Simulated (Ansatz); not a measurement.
# AlCl₂ (doublet): from Hartree-Fock to the top rungs at a displaced geometry (v1), cc-pVDZ

How much of the correlation energy of AlCl₂ (doublet) does each wave-function method recover here?

The runs use Ansatz 0.2.0, Gaussian basis; cc-pVDZ, core rule «outside noble gas», up to 15 orbitals frozen.

The runs, in order: UHF; CCSD(T) on ROHF; CCSD(T) on UHF; BCCD(T) on ROHF; CISD as a restricted active space (open shells left free, so some higher excitations enter); CCSDT(Q) on ROHF; CCSDT(Q) on UHF.

29 further runs of the same task are left out: 12 for a known fault of the program, 5 that didn't finish, 12 set aside as unsound or not needed. Runs told in other sessions of the task aren't counted.

## (1) The geometry

The geometry is a PBE0/def2-TZVP stationary point (not a proven minimum) with its atoms shifted at random (size 0.040 Å).

3 atoms, charge 0, spin multiplicity 2.

Atoms are counted from 1 here; the program's logs count them from 0.

Bond lengths: Al1–Cl2 2.104 Å, Al1–Cl3 2.080 Å. Angles: Cl2–Al1–Cl3 117.7°.

In the tables R marks a restricted open-shell determinant and U an unrestricted one; energies count from the table's Hartree-Fock row.

## (2) UHF

in.yaml

```yaml
crystal:
  periodic: [false, false, false]
  atoms:
    - {symbol: Al, position_ang: [-0.016768, -0.783174, 0.023513]}
    - {symbol: Cl, position_ang: [-0.017601, 0.268363, -1.798979]}
    - {symbol: Cl, position_ang: [0.030363, 0.327673, 1.781084]}
basis:
  gaussian: {orbitals: cc-pVDZ}
magnetization: {spin_polarized: true, initial_magnetization: 1}
hamiltonian: {xc: hf}
output: {orbitals: {seedname: orbitals}}
```

Command:

```bash
> ansatz run in.yaml --threads 1 --pin off --events-out ev --progress --plain --max-ram 2393MiB
```

Log:

```text
Functional definition: HF
  name "HF"
  cite "Fock, Z. Phys. 61, 126 (1930) doi:10.1007/BF01340294"
  parent pbe
  exchange = exact_x
  correlation = 0
570 factors; integrals over basis functions are off by at most 4.6e-4 eV
mean field evaluation 1: about -31592.2594 eV, gradient 1.1e1 eV
mean field evaluation 2: about -31592.2639 eV, gradient 1.1e1 eV
mean field evaluation 4: about -31593.5385 eV, gradient 1.6e0 eV
mean field evaluation 8: about -31593.6046 eV, gradient 1.0e-3 eV
mean field -31593.60456398 eV, -1161.0435528119 hartree, gradient 1.8e-5 eV, S^2 0.753145; 0 other end points of the search recorded, 0 dependent functions left out
reference -31593.60456398 eV, -1161.0435528119 hartree; 24, 23 occupied and 30, 31 virtual orbitals, 570 factors
Total energy: -31593.60456398 eV, -1161.0435528119 hartree
```

Wall time 0.42 s (1 thread of Intel Xeon 6975P-C, shared host).

From the report: ⟨S²⟩ of the determinant 0.753 (pure doublet: 0.75).

## (3) CCSD(T) on ROHF

Edit in.yaml of step 2 so:

```diff
@@ -8,4 +8,3 @@
   gaussian: {orbitals: cc-pVDZ}
-magnetization: {spin_polarized: true, initial_magnetization: 1}
-hamiltonian: {xc: hf}
-output: {orbitals: {seedname: orbitals}}
+magnetization: {spin_polarized: false, initial_magnetization: 1}
+correlation: {method: ccsd_t, electrons: outside_noble_gas}
```

The command is unchanged.

Log (excerpt; [...] marks lines left out):

```text
Functional definition: HF
  name "HF"
  cite "Fock, Z. Phys. 61, 126 (1930) doi:10.1007/BF01340294"
  parent pbe
[...]
570 factors; integrals over basis functions are off by at most 4.6e-4 eV
[...]
mean field -31593.58153040 eV, -1161.0427063434 hartree, gradient 1.8e-6 eV, S^2 0.750000; 0 other end points of the search recorded, 0 dependent functions left out
[...]
15 core orbitals not correlated: weight in the atoms' cores, before any rotation towards them, 1.000 or more for the frozen orbitals, at most 0.000 for the correlated occupied ones
reference -31593.58153040 eV, -1161.0427063434 hartree; 9, 8 occupied and 30, 31 virtual orbitals, 570 factors
second order -8.31538654 eV of doubles, -0.01363832 eV of singles
cycle   1  -8.85678491 eV  change   -5.3e-1 eV  update   6.1e-2
[...]
cycle  10  -9.05382147 eV  change   -1.6e-6 eV  update   7.6e-6
perturbative correction -0.19796473 eV, -0.0072750698 hartree
Total energy: -31602.83331661 eV, -1161.3827032154 hartree
```

Run time: 1.1 s. Hardware: 1 thread of Intel Xeon 6975P-C, shared host.

From the report: correlation -9.2518 eV; T1 0.015; largest double amplitude 0.02.

## (4) CCSD(T) on UHF

Edit in.yaml of step 3 so:

```diff
@@ -8,3 +8,3 @@
   gaussian: {orbitals: cc-pVDZ}
-magnetization: {spin_polarized: false, initial_magnetization: 1}
+magnetization: {spin_polarized: true, initial_magnetization: 1}
 correlation: {method: ccsd_t, electrons: outside_noble_gas}
```

Launched as before.

Log (excerpt; [...] marks lines left out):

```text
Functional definition: HF
  name "HF"
  cite "Fock, Z. Phys. 61, 126 (1930) doi:10.1007/BF01340294"
  parent pbe
[...]
570 factors; integrals over basis functions are off by at most 4.6e-4 eV
[...]
mean field -31593.60456398 eV, -1161.0435528119 hartree, gradient 2.0e-6 eV, S^2 0.753145; 0 other end points of the search recorded, 0 dependent functions left out
15 core orbitals not correlated: weight in the atoms' cores, before any rotation towards them, 1.000 or more for the frozen orbitals, at most 0.000 for the correlated occupied ones
reference -31593.60456398 eV, -1161.0435528119 hartree; 9, 8 occupied and 30, 31 virtual orbitals, 570 factors
second order -8.31241651 eV of doubles, -0.00000000 eV of singles
cycle   1  -8.83908006 eV  change   -5.3e-1 eV  update   6.0e-2
[...]
cycle   9  -9.03167550 eV  change    6.8e-6 eV  update   2.1e-5
perturbative correction -0.19750839 eV, -0.0072582993 hartree
Total energy: -31602.83374787 eV, -1161.3827190641 hartree
```

Run time: 1.1 s. Hardware: 1 thread of Intel Xeon 6975P-C, shared host.

From the report: ⟨S²⟩ of the determinant 0.753 (pure doublet: 0.75); correlation -9.2292 eV; T1 0.013; largest double amplitude 0.02.

## (5) BCCD(T) on ROHF

Edit in.yaml of step 4 so:

```diff
@@ -8,3 +8,3 @@
   gaussian: {orbitals: cc-pVDZ}
-magnetization: {spin_polarized: true, initial_magnetization: 1}
-correlation: {method: ccsd_t, electrons: outside_noble_gas}
+magnetization: {spin_polarized: false, initial_magnetization: 1}
+correlation: {method: bccd_t, electrons: outside_noble_gas}
```

Launched as before.

Log (excerpt; [...] marks lines left out):

```text
Functional definition: HF
  name "HF"
  cite "Fock, Z. Phys. 61, 126 (1930) doi:10.1007/BF01340294"
  parent pbe
[...]
570 factors; integrals over basis functions are off by at most 4.6e-4 eV
[...]
mean field -31593.58153040 eV, -1161.0427063434 hartree, gradient 1.8e-6 eV, S^2 0.750000; 0 other end points of the search recorded, 0 dependent functions left out
[...]
15 core orbitals not correlated: weight in the atoms' cores, before any rotation towards them, 1.000 or more for the frozen orbitals, at most 0.000 for the correlated occupied ones
reference -31593.58153040 eV, -1161.0427063434 hartree; 9, 8 occupied and 30, 31 virtual orbitals, 570 factors
second order -8.31538654 eV of doubles, -0.01363832 eV of singles
cycle   1  -8.87056019 eV  change   -5.4e-1 eV  update   6.1e-2
[...]
cycle  10  -9.04533017 eV  change   -1.9e-6 eV  update   8.1e-6
perturbative correction -0.20752536 eV, -0.0076264164 hartree
Total energy: -31602.83438593 eV, -1161.3827425124 hartree
```

It took 1.4 s on 1 thread of Intel Xeon 6975P-C, shared host.

From the report: correlation -9.2529 eV; largest double amplitude 0.02.

## (6) CISD as a restricted active space (open shells left free, so some higher excitations enter)

Edit in.yaml of step 5 so:

```diff
@@ -9,2 +9,2 @@
 magnetization: {spin_polarized: false, initial_magnetization: 1}
-correlation: {method: bccd_t, electrons: outside_noble_gas}
+correlation: {active_space: {ras: {orbitals: [8, 1, 30], electrons: 17, max_holes: 2, max_particles: 2}, fixed_orbitals: true}}
```

Launched as before.

Log:

```text
Functional definition: HF
  name "HF"
  cite "Fock, Z. Phys. 61, 126 (1930) doi:10.1007/BF01340294"
  parent pbe
  exchange = exact_x
  correlation = 0
570 factors; integrals over basis functions are off by at most 4.6e-4 eV
mean field evaluation 1: about -31592.2922 eV, gradient 1.5e1 eV
mean field evaluation 2: about -31592.2966 eV, gradient 1.5e1 eV
mean field evaluation 4: about -31593.5511 eV, gradient 1.3e0 eV
mean field evaluation 8: about -31593.5815 eV, gradient 6.1e-4 eV
mean field -31593.58153040 eV, -1161.0427063434 hartree, gradient 1.8e-6 eV, S^2 0.750000; 0 other end points of the search recorded, 0 dependent functions left out
reference -31593.58153040 eV, -1161.0427063434 hartree; 24, 23 occupied and 30, 31 virtual orbitals, 570 factors
state -31601.74996437 eV, -1161.3428907552 hartree
Total energy: -31601.74996437 eV, -1161.3428907552 hartree
```

It took 3.5 s on 1 thread of Intel Xeon 6975P-C, shared host.

From the report: 76,457 determinants.

## (7) CCSDT(Q) on ROHF

Edit in.yaml of step 6 so:

```diff
@@ -9,2 +9,2 @@
 magnetization: {spin_polarized: false, initial_magnetization: 1}
-correlation: {active_space: {ras: {orbitals: [8, 1, 30], electrons: 17, max_holes: 2, max_particles: 2}, fixed_orbitals: true}}
+correlation: {method: ccsdt_q, electrons: outside_noble_gas}
```

The command is unchanged.

Log (excerpt; [...] marks lines left out):

```text
Functional definition: HF
  name "HF"
  cite "Fock, Z. Phys. 61, 126 (1930) doi:10.1007/BF01340294"
  parent pbe
[...]
1035 factors; integrals over basis functions are off by at most 1.8e-7 eV
[...]
mean field -31593.58166886 eV, -1161.0427114317 hartree, gradient 1.8e-6 eV, S^2 0.750000; 0 other end points of the search recorded, 0 dependent functions left out
[...]
15 core orbitals not correlated: weight in the atoms' cores, before any rotation towards them, 1.000 or more for the frozen orbitals, at most 0.000 for the correlated occupied ones
reference -31593.58166886 eV, -1161.0427114317 hartree; 9, 8 occupied and 30, 31 virtual orbitals, 1035 factors
second order -8.31540685 eV of doubles, -0.01363825 eV of singles
cycle   1  -8.85680358 eV  change   -5.3e-1 eV  update   7.3e-2
[...]
cycle  15  -9.27229741 eV  change   -1.6e-7 eV  update   8.3e-7
perturbative correction -0.01875795 eV, -0.0006893418 hartree
Total energy: -31602.87272421 eV, -1161.3841514182 hartree
```

Run time: 40 s. Hardware: 1 thread of Intel Xeon 6975P-C, shared host; peak memory 1.1 GiB.

From the report: correlation -9.2911 eV; T1 0.017; largest double amplitude 0.03.

## (8) CCSDT(Q) on UHF

Edit in.yaml of step 7 so:

```diff
@@ -8,3 +8,3 @@
   gaussian: {orbitals: cc-pVDZ}
-magnetization: {spin_polarized: false, initial_magnetization: 1}
+magnetization: {spin_polarized: true, initial_magnetization: 1}
 correlation: {method: ccsdt_q, electrons: outside_noble_gas}
```

The command is unchanged.

Log (excerpt; [...] marks lines left out):

```text
Functional definition: HF
  name "HF"
  cite "Fock, Z. Phys. 61, 126 (1930) doi:10.1007/BF01340294"
  parent pbe
[...]
1035 factors; integrals over basis functions are off by at most 1.8e-7 eV
[...]
mean field -31593.60470233 eV, -1161.0435578963 hartree, gradient 2.0e-6 eV, S^2 0.753145; 0 other end points of the search recorded, 0 dependent functions left out
15 core orbitals not correlated: weight in the atoms' cores, before any rotation towards them, 1.000 or more for the frozen orbitals, at most 0.000 for the correlated occupied ones
reference -31593.60470233 eV, -1161.0435578963 hartree; 9, 8 occupied and 30, 31 virtual orbitals, 1035 factors
second order -8.31243687 eV of doubles, -0.00000000 eV of singles
cycle   1  -8.83909897 eV  change   -5.3e-1 eV  update   7.3e-2
[...]
cycle  15  -9.24964340 eV  change   -1.5e-7 eV  update   8.0e-7
perturbative correction -0.02014664 eV, -0.0007403752 hartree
Total energy: -31602.87449237 eV, -1161.3842163968 hartree
```

It took 32 s on 1 thread of Intel Xeon 6975P-C, shared host; peak memory 0.83 GiB.

From the report: ⟨S²⟩ of the determinant 0.753 (pure doublet: 0.75); correlation -9.2698 eV; T1 0.014; largest double amplitude 0.03.

## (9) Misses and costs

The yardstick is UCCSDT(Q), where the cluster series has nearly closed. Rows without a time are mean-field rows or come out of runs for another level: lower rungs of the coupled-cluster runs, or the Hartree-Fock search.

Differences are taken before rounding.

```csv
method,energy from the lowest ROHF (meV),from UCCSDT(Q) (meV),time
ROHF,0.0,+9293.0,
UHF,-23.0,+9269.9,
RMP2,-8329.0,+963.9,
UMP2,-8335.5,+957.5,
CISD,-8168.4,+1124.5,3.5 s
RCCSD,-9053.8,+239.1,
UCCSD,-9054.7,+238.3,
RCCSD(T),-9251.8,+41.2,1.1 s
UCCSD(T),-9252.2,+40.7,1.1 s
BCCD(T),-9252.9,+40.1,1.4 s
RCCSDT,-9272.4,+20.5,
UCCSDT,-9272.8,+20.1,
RCCSDT(Q),-9291.2,+1.8,40 s
UCCSDT(Q),-9293.0,0,32 s
```

Among the levels timed on like hardware and quicker than the yardstick, those that no quicker one beats, quickest first: UCCSD(T) (1.1 s, +40.7 meV); BCCD(T) (1.4 s, +40.1 meV).

## (10) What came out

```
                         quantity                                                   value
    UCCSDT(Q) from the ROHF energy                                              -9.2930 eV
              RMP2 from UCCSDT(Q)                                              +963.9 meV
              UMP2 from UCCSDT(Q)                                              +957.5 meV
             RCCSD from UCCSDT(Q)                                              +239.1 meV
          RCCSD(T) from UCCSDT(Q)                                               +41.2 meV
          UCCSD(T) from UCCSDT(Q)                                               +40.7 meV
         RCCSDT(Q) from UCCSDT(Q)                                                +1.8 meV
levels within 1 kcal/mol (43 meV)  RCCSD(T), UCCSD(T), BCCD(T), RCCSDT, UCCSDT, RCCSDT(Q)
                    T1 diagnostic                                                   0.015
```

**Reading.** RCCSD(T) lands +41.2 meV from the yardstick (0.4 % of the correlation energy). These misses are within one basis, not against nature; the frozen cores of restricted and unrestricted runs differ, which can shift their rows.

With open shells the CI space here admits some higher excitations, so it is larger than plain CISD.

BCCD(T) reaches 40.1 meV from the reference in 1.4 s, where UCCSDT(Q) took 32 s; the quickest level in the cost chart, UCCSD(T), takes 1.1 s and misses by 40.7 meV.
